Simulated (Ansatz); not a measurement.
fcc Ni, treated with PBEsol in Ansatz (PAW).

Input file:

Ansatz 0.2 input:
```yaml
crystal:
  lattice:
    - [0.0, 1.76205, 1.76205]
    - [1.76205, 0.0, 1.76205]
    - [1.76205, 1.76205, 0.0]
  atoms:
    - { symbol: Ni, position: [0.0, 0.0, 0.0], spin: 0.8 }
basis:
  ecutwfc: 520
  ecutrho_ratio: 4
  xc_grid: 2
kpoints:
  mp_grid: { grid: [26, 26, 26] }
hamiltonian:
  xc: pbesol
  dispersion: none
  pseudopotentials: { kind: paw }
scf:
  occupations: { method: fermi_dirac, width: 0.05 }
  convergence: { dr2_threshold: 0.0000000001 }
output:
  forces: false
  stress: true
  eigenvalues: true
magnetization:
  spin_polarized: true
```

Excerpt of the program's output:

```
Crystal: 1 atoms, lattice volume = 10.942 Å³
Basis set: ecut = 520 eV, 283 PW (Γ), exchange–correlation on 40×40×40 points (8 copies of the dense FFT grid, shifted against one another)
Bands: 14, of which v1, the nominal top of the filled ones, is band 9 counted from 1 (8 counted from 0)
Symmetry: 48 space group operations
Space group: Fm-3m (ITA 225), of the structure as read, at distance tolerance 2.2e-5 Å
k-points: 511 of 17576
Initial density: superposition of atomic densities (chi_scale 0.1, normalization cell)
Functional: x = pbesol(κ = 0.804, μ = 0.12345679012345678), c = pbesol(β = 0.046)
SCF 1 converged in 12 iterations: F = -5804.962049 eV  dr2 = 3.40e-11
SCF converged after 12 iterations
Magnetization: 0.6432 μB (9.3216 up, 8.6784 down)
Free energy (F): -5804.962049 eV
Internal energy: -5804.947263 eV  (E = F + TS)
E sigma→0 (E₀):  -5804.954656 eV
Fermi energy:    17.870030 eV
--- Stress (GPa, compression-positive) ---
      -10.580573      -0.000000      -0.000000
        0.000000     -10.580573       0.000000
       -0.000000       0.000000     -10.580573
  P = ⅓ Tr σ = -10.5806 GPa (-105.806 kbar)
```

The PAW data were made under PBE.

Note: cell and atoms aren't relaxed at this level (pressure -10.6 GPa).

The result took about 12 core-seconds (a rough figure).

Ansatz is an electronic-structure program.
